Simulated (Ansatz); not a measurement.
C2H4FO, SMILES `[O]CCF` radical, relaxed with UKS PBE0-D4/def2-TZVP in Ansatz 0.2.0 from a PBE-D4/def2-SVP geometry. The force threshold is 0.005 eV/Å; the program also tests the step.

The species carries charge 0 and has multiplicity 2.

Start:

```xyz
8

O     1.509   -0.096   -0.907
C     0.361    0.485   -0.537
C    -0.383   -0.457    0.474
F     0.267   -0.499    1.676
H    -0.390    0.615   -1.368
H     0.484    1.460    0.012
H    -0.444   -1.478    0.040
H    -1.403   -0.032    0.610
```

```csv
step,energy (eV),largest force (eV/Å),largest move (Å)
1,-6896.3297,0.981,0.000
2,-6896.3696,0.577,0.017
3,-6896.3792,0.205,0.015
4,-6896.3808,0.079,0.007
5,-6896.3812,0.060,0.003
6,-6896.3817,0.091,0.005
7,-6896.3830,0.179,0.007
8,-6896.3909,0.399,0.015
9,-6896.4199,0.538,0.038
10 (rejected),-6896.3789,1.088,0.090
11,-6896.4400,0.235,0.035
12,-6896.4425,0.149,0.015
13,-6896.4440,0.103,0.016
14,-6896.4449,0.036,0.017
15,-6896.4451,0.014,0.009
16,-6896.4451,0.009,0.003
17,-6896.4451,0.004,0.001
```

End:

```xyz
8

O     1.505   -0.045   -0.967
C     0.332    0.444   -0.492
C    -0.410   -0.455    0.469
F     0.247   -0.487    1.681
H    -0.306    0.664   -1.370
H     0.510    1.436   -0.039
H    -0.453   -1.475    0.077
H    -1.425   -0.082    0.641
```

Hardware: 4 threads of a server CPU on a shared host. Wall time 62 s, peak host memory 0.48 GiB.
